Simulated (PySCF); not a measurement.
Calculated properties of `[B]=S` [radical]

BS (doublet state).
Atom-mapped SMILES: `[B:1]=[S:2]`

PBE0-D3(BJ)/def2-SVP geometry optimisation, gas phase (PySCF):

```yaml
Point_group: C∞v
Rotational_constant_B_linear: 23.689 GHz
Dipole_moment: 0.84 D
```

**UKS B3LYP, IGLO-III on B S, non-relativistic, mean-field spin-orbit, GIAO (PySCF)**

```yaml
Isotropic_g_value: 1.99622
Principal_g_values: 1.99321, 1.99321, 2.00222
Spin_squared_⟨S²⟩: 0.761
Largest_Mulliken_spin_population: 1.02 on B1
Largest_isotropic_hyperfine_couplings_means_over_sets_of_like_nuclei: 11B +827.0 (B1), 33S +3.3 (S2) MHz
```

Monoisotopic mass (most abundant isotopes): 42.9814 u.

At 9.50 GHz, hν = g·μB·B₀ (B₀ the magnetic field) puts the centre of the isotropic spectrum, to first order, at 340.0 mT. g_iso is shifted by about -6100 ppm from the free-electron value 2.002319; the principal values span 0.0090. Point group C∞v permits a dipole; with 0.84 D the species has a pure rotational spectrum. ⟨S²⟩ is 0.011 above the pure-spin value S(S + 1) = 0.75. The dipole equals about 2.8 × 10⁻³⁰ C·m (1 D = 3.33564 × 10⁻³⁰ C·m). B corresponds to 0.7902 cm⁻¹ (most abundant isotopes).

For the EPR job (B3LYP), hardware: an Arm Neoverse V1 with one thread, shared host. Cost: 3.6 s.
